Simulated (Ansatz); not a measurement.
Process, species as SMILES: C(F)F → F[CH]F + H atom
B3LYP-D3(BJ)/def2-TZVP geometries, fixed; electronic energies without zero-point terms.
Largest species:
```xyz
5

C      0.0044     0.0053     0.5043
F     -0.0170     1.1024    -0.3021
F      0.0119    -1.1085    -0.2792
H     -0.9025    -0.0002     1.1113
H      0.9218     0.0234     1.0951
```
Charge 0, spin multiplicity 1.

The bond dissociation energy at MP2 with Ansatz (a quantum-chemistry and plane-wave program), in kcal/mol, split into its Hartree-Fock and correlation parts. Cores are frozen. Open shells are unrestricted. No added dispersion term, no relativity. Functions are those of the species that has most.

| basis | X | functions | Hartree-Fock | MP2 |
|---|---|---|---|---|
| cc-pVDZ | 2 | 52 | 84.29 | 101.82 |
| cc-pVTZ | 3 | 118 | 84.29 | 106.45 |
| cc-pVQZ | 4 | 225 | 84.17 | 107.75 |
| cc-pV5Z | 5 | 383 | 84.12 | 108.12 |

Worked estimate of the basis-set limit from each neighbouring pair, with Hartree-Fock from the larger set and the correlation part extrapolated as X^-3.
Correlation parts: X = 2: 17.53, X = 3: 22.16, X = 4: 23.58, X = 5: 24.00.
- (2,3): (27·(22.16) - 8·(17.53))/19 = 24.11; with Hartree-Fock 84.29 the estimate is 108.40 kcal/mol.
- (3,4): (64·(23.58) - 27·(22.16))/37 = 24.62; with Hartree-Fock 84.17 the estimate is 108.79 kcal/mol.
- (4,5): (125·(24.00) - 64·(23.58))/61 = 24.44; with Hartree-Fock 84.12 the estimate is 108.56 kcal/mol.
The last two estimates differ by 0.23 kcal/mol; the largest set lies 0.44 from the last. Over the last step Hartree-Fock moves by -0.05 and the correlation part by 0.42.
